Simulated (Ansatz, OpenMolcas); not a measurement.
**BH3S (SMILES BS): the energy, rung by rung**

BH3S has 5 atoms, charge 0, and is taken as a singlet. SMILES: `BS`. The coordinates come from a PBE0-D4/def2-TZVP relaxation.

```xyz
5

B    -0.3921   -0.4210    0.0881
S     0.1617    1.2369   -0.1543
H    -1.5629   -0.5564    0.2642
H     0.3671   -1.3376    0.0742
H     1.4761    1.0044   -0.3136
```

Each level gives the energy change with the B1–S2 bond stretched from 1.765 to 2.647 Å (eV). The values are calculated.

```tsv
level	kind	program	value (eV)	less FCI/STO-3G	CPU time (all runs)
HF/STO-3G (restricted)	Hartree–Fock	OpenMolcas	5.07	+0.88	2.6 s
SVWN5/STO-3G (restricted)	LDA	Ansatz	4.67	+0.48	1.2 s
BLYP/STO-3G (restricted)	GGA	Ansatz	4.08	-0.11	1.7 s
revPBE/STO-3G (restricted)	GGA	Ansatz	4.25	+0.06	1.7 s
PBE0/STO-3G (restricted)	global hybrid	OpenMolcas	4.72	+0.53	6.2 s
r2SCAN0/STO-3G (restricted)	hybrid meta-GGA	Ansatz	4.80	+0.61	4 s
HSE06/STO-3G (restricted)	range-separated hybrid	Ansatz	4.71	+0.52	2.2 s
RPA@PBE/STO-3G (restricted)	RPA	Ansatz	4.20	+0.01	2.6 s
CCSDTQ/STO-3G (restricted)	coupled cluster or CI	Ansatz	4.19	0.00	4.3 s
FCI/STO-3G	exact in the basis	Ansatz	4.19	0.00	2.2 s
```

FCI/STO-3G is exact within its basis and frozen core, so for wave-function methods in that basis the difference is their error; functionals converge differently with the basis, so for them it is only a difference. A spin-restricted reference rises too steeply as a bond breaks; here HF/STO-3G, SVWN5/STO-3G, PBE0/STO-3G, r2SCAN0/STO-3G, HSE06/STO-3G lie well above the multireference or unrestricted value. The first shape isn't each level's own minimum. The values span 4.08 to 5.07 eV. All rows use very small basis sets, so none should be taken for the real molecule's value. In so small a basis fixed costs decide the times, and correlated methods can beat functionals. Times are those of the runs behind each value, whatever else they computed, on shared processors of several kinds: orders of magnitude only.
